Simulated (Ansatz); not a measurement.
# Structure relaxation of NaP₂

Level of theory: DFT PBE, scalar-relativistic, plane waves, PAW in Ansatz 0.2.0. Cutoff 420 eV, Γ-centred k mesh, Gaussian smearing, no spin polarisation in the final step.

NaP₂ was placed on the quartz structure type (P3_121, No. 152), with Na in place of Si, P in place of O, at a guessed volume.

```
CELL_PARAMETERS angstrom
6.00529 0.00000 0.00000
-3.00264 5.20073 0.00000
0.00000 0.00000 6.60667
ATOMIC_POSITIONS crystal
Na 0.46500 0.00000 0.33333
Na 0.00000 0.46500 0.66667
Na 0.53500 0.53500 0.00000
P 0.41500 0.27200 0.21300
P 0.72800 0.14300 0.54633
P 0.85700 0.58500 0.87967
P 0.27200 0.41500 0.78700
P 0.14300 0.72800 0.45367
P 0.58500 0.85700 0.12033
```

Cell and atoms relax at zero pressure; the relaxation can't lower the symmetry of the start. After a coarse first stage the cell is made exact in the group found at 0.06 Å.

Energies over the elements count from the elements' standard structures at the same level, with no empirical corrections.

(1) What does it relax into?

(2) What are its volume, energy, density and gap?

## Answers

(1) It keeps P3_121 (No. 152), but not the shape of the type it started on. Conventional cell: a = 5.654 Å, c = 7.824 Å. Na is coordinated by 6 P at 2.98–3.07 Å; P has 2 P at 2.14–2.20 Å.

```xyz
9
Lattice="5.6539 0.0000 0.0000 -2.8269 4.8964 0.0000 0.0000 0.0000 7.8242" Properties=species:S:1:pos:R:3 pbc="T T T"
Na    2.1748    0.0000    2.6081
Na   -1.0874    1.8834    5.2161
Na    1.7396    3.0130    0.0000
P     4.9587    1.0762    2.3710
P     2.2425    3.7563    4.9791
P     1.2796    0.0639    7.5871
P    -1.5473    4.8325    5.4531
P     2.1318    3.8202    2.8451
P    -0.5844    1.1402    0.2370
```

(2) The volume per atom is 24.07 Å³ and the density is 1.95 g/cm³. The energy over the elements is -0.19 eV/atom and the gap on the 12×12×6 mesh is 0 eV (a metal).

The final run used a 12×12×6 mesh on its 9-atom cell and 0.10 eV smearing. The k mesh leaves about 4 meV/atom of noise in metals. A structure relaxed within its symmetry needn't be a true minimum. The steps took about 12 core-minutes in all.